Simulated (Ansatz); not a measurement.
The cluster MgO₂⁻. Charge -1, multiplicity 2. Geometry r2SCAN-D4/def2-TZVPD.

```xyz
3

Mg   -0.639    0.594   -0.725
O     0.735    0.351    0.527
O    -0.096   -0.945    0.197
```

LC-ωPBE has ω = 0.4 bohr⁻¹. The structure holds 1 bond(s) between oxygen atoms. At PBE-D4/def2-TZVPD, r2SCAN-D4/def2-TZVPD, PBE0-D4/def2-TZVPD the highest occupied level of the charge -1 doublet lies above zero (up to 1.40 eV). It is a level of β spin, whose loss leaves a triplet; that state wasn't run at this geometry and level. The electron is either unbound and held by the finite basis, or the level is raised by self-interaction error. At PBE-D4/def2-TZVPD the gap within one spin of the charge -1 doublet nearly closes, so an electron or hole may be smeared out by delocalisation error. Another isomer (doublet) lies 0.80 eV lower at PBE0-D4/def2-TZVPD; other spin states weren't run for this one.

(1) Estimate the α-spin orbital energies around the gap (eV) in Ansatz with PBE-D4/def2-TZVPD, r2SCAN-D4/def2-TZVPD, PBE0-D4/def2-TZVPD, LC-ωPBE/def2-TZVPD.

Answers

(1) 
```tsv
orbital	PBE-D4/def2-TZVPD	r2SCAN-D4/def2-TZVPD	PBE0-D4/def2-TZVPD	LC-ωPBE/def2-TZVPD
HOMO−5	-3.30	-3.20	-4.09	-7.02
HOMO−4	-2.61	-2.71	-4.05	-6.81
HOMO−3	-1.94	-1.97	-3.29	-6.22
HOMO−2	0.37	0.15	-0.68	-3.45
HOMO−1	0.53	0.53	-0.47	-2.68
HOMO	1.29	1.37	0.12	-2.57
LUMO	2.65	2.83	3.04	4.07
LUMO+1	2.66	2.91	3.05	4.11
LUMO+2	3.15	3.50	3.50	4.59
LUMO+3	4.17	4.70	4.66	5.81
LUMO+4	4.36	5.06	5.18	6.71
LUMO+5	4.67	5.24	5.30	6.73
β HOMO	1.40	1.38	0.13	-2.67
β LUMO	1.46	1.58	2.21	3.60
```
